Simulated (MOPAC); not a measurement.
MOPAC input (AM1):

```
AM1 PRECISE GNORM=0.05 LET XYZ UHF MS=0.5 GEO-OK AUX(PRECISION=9) THREADS=1
C3H7

C     0.00780358 1    0.53696486 1   -0.00372461 1
C     0.00985896 1   -0.18844531 1    1.29236932 1
C     0.01042448 1   -0.20636333 1   -1.28962507 1
H    -0.19667664 1    1.60001769 1   -0.01114656 1
H     0.17924347 1    0.48020137 1    2.13732987 1
H     0.18018110 1    0.45049265 1   -2.14370979 1
H    -0.94627277 1   -0.70455808 1    1.47473043 1
H     0.78002945 1   -0.96799317 1    1.31426117 1
H     0.78060211 1   -0.98613760 1   -1.30035846 1
H    -0.94562886 1   -0.72496020 1   -1.46522451 1
```

Problem. What heat of formation does the run end on?

Solution. 3.34 kcal/mol.
